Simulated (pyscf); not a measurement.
Elimination: H₂C=CH–F → acetylene (HC≡CH) + hydrogen fluoride (HF)

Gas phase, singlet surface, charge 0. Bonds broken: C1–H4, C2–F3. Bonds formed: F3–H4. Structures and frequencies: ωB97X-D3(BJ)/def2-SVP in PySCF. Correlated levels are frozen-core, on RHF or UHF. ΔMP2 is the change of the MP2 total energy from the triple- to the quadruple-zeta basis.

Transition state (Å):

```xyz
6

C      0.8213    -0.3023    -0.1072
C      0.1504     0.5040    -0.8079
F     -0.8459     1.1858     0.5358
H     -0.0391     0.3435     0.7893
H      1.6028    -1.0515    -0.1690
H     -0.2748     1.0930    -1.6121
```

One imaginary mode, 1816i cm⁻¹; descent along it reached the two sides named, in the forms told below.

```tsv
bond	change	reactant side (Å)	saddle	product side
C1–H4	breaks	1.093	1.400	2.162
C2–F3	breaks	1.337	1.806	3.1
F3–H4	forms	2.6	1.194	0.929
```

Electronic energies relative to the reactant's lowest minimum found (kcal/mol):

```
level                             barrier  reaction energy  reverse barrier
--------------------------------  -------  ---------------  ---------------
ωB97X-D3(BJ)/def2-TZVP               80.0            +34.6             45.4
PBE/def2-TZVP                        71.5            +35.6             35.9
r²SCAN/def2-TZVP                     75.7            +35.9             39.8
B3LYP-D3(BJ)/def2-TZVP               77.2            +33.0             44.2
PBE0-D3(BJ)/def2-TZVP                78.7            +36.8             41.8
M06-2X/def2-TZVP                     80.0            +31.3             48.8
ωB97M-D3(BJ)/def2-TZVP               77.1            +31.7             45.4
HF/def2-TZVP                         95.0            +29.6             65.4
MP2/def2-QZVPP                       77.0            +23.5             53.5
CCSD/def2-TZVPP                      82.6            +27.3             55.2
CCSD(T)/def2-TZVPP                   79.0            +27.1             51.8
CCSD(T)/def2-TZVPP + ΔMP2(QZVPP)     78.3            +26.5             51.7
```

With CCSD(T)/def2-TZVPP + ΔMP2(QZVPP) energies and thermal terms (ideal gas, 1 atm, RRHO with modes under 100 cm⁻¹ raised to 100, one conformer, R ln 2 for rigid chiral ones), in kcal/mol:

```tsv
T (K)	ΔH‡	ΔG‡	ΔH	ΔG
298	73.1	72.7	+23.6	+15.0
600	73.4	72.3	+24.6	+5.8
900	73.6	71.6	+24.7	-3.7
1200	73.5	71.0	+24.5	-13.1
```

On the product side the descent ends in a complex, 5.3 kcal/mol under the separated species and 50.7 kcal/mol under the saddle at ωB97X-D3(BJ)/def2-TZVP. The same reactants have a lower exit, to H₃C–C:–F [singlet] (barrier +68.4 kcal/mol at ωB97M-D3(BJ), against +77.1 kcal/mol here). This is the saddle that the search found; another between the same sides may lie lower. The CCSD(T) − MP2 part came from Ansatz, without density fitting, on the same reference.
